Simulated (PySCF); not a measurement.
Geometry (Å), atoms numbered from 1 in this order:
```xyz
10

Si   -0.433    1.001    1.140
H     0.482    2.034    1.718
H    -1.317    1.629    0.115
H    -1.282    0.490    2.264
N     0.465   -0.261    0.345
Si    0.277   -0.905   -1.262
H     1.585   -0.926   -1.990
H    -0.687   -0.024   -1.983
H    -0.249   -2.307   -1.269
H     1.159   -0.730    0.922
```

Isolated molecule, equivalent nuclei averaged, no relativistic terms, one conformer. PBE0/pcSseg-1 with gauge-including orbitals; PBE0-D3(BJ)/def2-SVP structure; PySCF 2.14.0 with density-fitted response routines.

Referencing at the same level of theory: 1H (31.27 ppm), 29Si (351.99 ppm) against TMS; 15N (265.67 ppm) vs NH3.

```tsv
atoms	nucleus	count	δ (ppm)
H2/H3/H4/H7/H8/H9	1H	6	4.75
N5	15N	1	-5.4
H10	1H	1	?
Si1/Si6	29Si	2	?
```

Q: Complete the table.

A: 
- H10: -1.15 ppm, hydrogen on a nitrogen bonded to 2 Si
- Si1/Si6: -45.6 ppm, silicon bonded to N, 3 H

Exchangeable OH/NH protons stand at their gas-phase positions; hydrogen bonding in a real sample shifts them, mostly to higher δ. Experimental scales use liquid or dissolved standards, which lie at an offset from isolated NH3 (liquid NH3: subtract about 20 ppm).
